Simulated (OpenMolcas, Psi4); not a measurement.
## How basis sets differ on C2H3Al (ethynylalumane)

C2H3Al has 6 atoms, charge 0, and is taken as a singlet. SMILES: `C#[C][AlH2]`. The coordinates come from a PBE0-D4/def2-TZVP relaxation.

```xyz
6

C    -0.7928   -1.6376   -0.2981
C    -0.2661   -0.5642   -0.1062
Al    0.5648    1.1242    0.1950
H    -1.2570   -2.5831   -0.4674
H     1.3567    1.8047   -0.9905
H     0.4366    1.7920    1.6210
```

Each level gives the HOMO–LUMO gap (eV). The values are calculated.

```csv
level,kind,program,value (eV),CPU time
HF/ANO-R0 (sfX2C),Hartree–Fock,OpenMolcas,11.08,3 s
HF/ANO-RCC-MB (DKH2),Hartree–Fock,OpenMolcas,11.96,2.4 s
HF/STO-3G,Hartree–Fock,OpenMolcas,15.72,3.6 s
HF/3-21G,Hartree–Fock,OpenMolcas,11.59,3.5 s
HF/def2-TZVP,Hartree–Fock,OpenMolcas,11.68,37 s
HF/def2-TZVP (density fitting),Hartree–Fock,Psi4,11.68,2.9 s
```

The values span 11.08 to 15.72 eV. A Hartree–Fock LUMO above zero doesn't converge with the basis: it sinks as sets grow more diffuse. Orbital gaps aren't excitation energies. CPU times are rough (shared hosts, several kinds of processor and program).
